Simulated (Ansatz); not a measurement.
## How methods differ on AlH (SMILES [AlH])

AlH has 2 atoms, charge 0, and is taken as a singlet. SMILES: `[AlH]`. The shape comes from GFN2-xTB, which is rough for such elements, and wasn't checked as a minimum.

```jsonl
{"atom": "Al", "x (Å)": "0.0000", "y (Å)": "0.0000", "z (Å)": "0.0000"}
{"atom": "H", "x (Å)": "0.0000", "y (Å)": "0.0000", "z (Å)": "1.6135"}
```

Each level gives the energy change with the Al1–H2 bond stretched from 1.613 to 4.034 Å (eV). The values are calculated.

```tsv
level	kind	program	value (eV)	less FCI/3-21G	CPU time (all runs)
HF/3-21G (restricted)	Hartree–Fock	Ansatz	4.40	+2.04	0.3 s
BLYP/3-21G (restricted)	GGA	Ansatz	3.05	+0.69	1.2 s
B3LYP/3-21G (restricted)	global hybrid	Ansatz	3.43	+1.07	1.4 s
BHLYP/3-21G (restricted)	global hybrid	Ansatz	3.91	+1.55	1.2 s
HSE06/3-21G (restricted)	range-separated hybrid	Ansatz	3.53	+1.17	1.5 s
wB97M-V/3-21G (restricted)	range-separated hybrid	Ansatz	3.95	+1.59	10 s
RPA@PBE/3-21G (restricted)	RPA	Ansatz	2.54	+0.18	1.7 s
CCSDTQ/3-21G (restricted)	coupled cluster or CI	Ansatz	2.36	0.00	1.3 s
FCI/3-21G	exact in the basis	Ansatz	2.36	0.00	0.51 s
```

FCI/3-21G is exact within its basis and frozen core, so for wave-function methods in that basis the difference is their error; functionals converge differently with the basis, so for them it is only a difference. Spin-restricted single references rise too steeply as a bond breaks, Hartree–Fock most of all. Perturbation and coupled-cluster corrections on them can overshoot downwards. The first shape isn't each level's own minimum. The values span 2.36 to 4.40 eV. All rows use very small basis sets, so even the best lies far from the true value. Times are those of the runs behind each value, whatever else they computed, on shared processors of several kinds: orders of magnitude only.
